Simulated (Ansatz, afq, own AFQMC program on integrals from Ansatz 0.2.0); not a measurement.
# TiF₄, singlet: a scan with AFQMC

```xyz
5

Ti    0.0000    0.0000    0.0000
F     1.0032    1.0057    1.0044
F    -1.0066   -1.0022    1.0045
F    -1.0023    1.0031   -1.0079
F     1.0056   -1.0066   -1.0010
```

The Ti1–F2 distance is changed with both sides rigid. Energies in mEh count from this geometry (1.740 Å) at the same level; the start stands on RHF, each point on the determinant named.

Basis def2-SVP. Noble-gas cores (and the filled d shells of Ga–Kr and In–Xe) are frozen. Integrals, coupled cluster, full CI and functionals: Ansatz 0.2.0; the random walks run on the same integrals in our own AFQMC program. The CISD trial takes its coefficients from CCSD amplitudes. Released means that phaseless walkers are propagated on without the constraint, phases kept. ± is one standard error of the sampling. The metal's outer-core s and p shells are frozen, which shifts wave-function levels against functionals.

Cautions, each for one point or more: cluster runs in doubt by the program's own checks; higher spins were not checked; no relativity below Rb; outer-core shells of the metal frozen; restricted determinant unstable towards unrestricted; the search met a lower determinant of the same kind, perhaps of another symmetry, and this one is a saddle point; unrestricted determinant spin contaminated; walk and cluster series may follow different spin states.

```json
{"r(Ti1–F2) / Å": "1.605", "det.": "RHF", "T1": "0.024", "weight": "0.80", "⟨S²⟩": "pure", "CCSD(T)": "14.0", "ph-AFQMC/CISD": "14.4 ± 0.7", "B2PLYP": "13.8", "wB97M-V": "10.9"}
{"r(Ti1–F2) / Å": "1.883", "det.": "RHF", "T1": "0.026", "weight": "0.79", "⟨S²⟩": "pure", "CCSD(T)": "9.7", "ph-AFQMC/CISD": "9.6 ± 0.7", "B2PLYP": "9.4", "wB97M-V": "11.8"}
{"r(Ti1–F2) / Å": "2.408", "det.": "RHF", "T1": "0.031", "weight": "0.77", "⟨S²⟩": "pure", "CCSD(T)": "97.4", "ph-AFQMC/CISD": "100.4 ± 0.8", "B2PLYP": "94.8", "wB97M-V": "103.6"}
{"r(Ti1–F2) / Å": "3.277", "det.": "UHF‡¶", "T1": "0.031", "weight": "0.79", "⟨S²⟩": "1.00", "CCSD(T)": "203.5", "ph-AFQMC/CISD": "192.3 ± 0.7", "B2PLYP": "210.1§", "wB97M-V": "202.4§"}
{"r(Ti1–F2) / Å": "4.744", "det.": "UHF‡¶", "T1": "0.023", "weight": "0.82", "⟨S²⟩": "1.01", "CCSD(T)": "208.6", "ph-AFQMC/CISD": "207.5 ± 0.8", "B2PLYP": "223.8§", "wB97M-V": "–"}
```

Weight is that of the determinant in the CISD state; at the start T1 is 0.025 and the weight 0.80. ¶ marks points with a poor determinant and no full CI, where no value is sure; they don't count among the departures. A double dagger marks points where the walks on two determinants ended up to 22.9 mEh apart; the lower is shown. Symmetry can't show for every point that it stays on the start's state. A dash marks a missing value, a released energy that hasn't settled or a functional that sits on another state. § marks a functional whose ⟨S²⟩ is too high by over 0.1. Largest departures from phaseless AFQMC with a CISD trial: CCSD(T) -3.0 mEh at 2.408 (on RHF). The walk's constraint bias lies outside its error bars, so these are departures and not errors. The functionals aren't scored here. In this small basis the wave-function levels are far from their limit, so their gap to the functionals isn't the functionals' error.

Some points may be missing: those where a free walk finds a much lower state, and past Zn most of those on another determinant than at the start.

A walk keeps the symmetry of its determinant, which the program's search chose and which needn't be the lowest solution, so a lower state of the same spin and another symmetry isn't excluded.
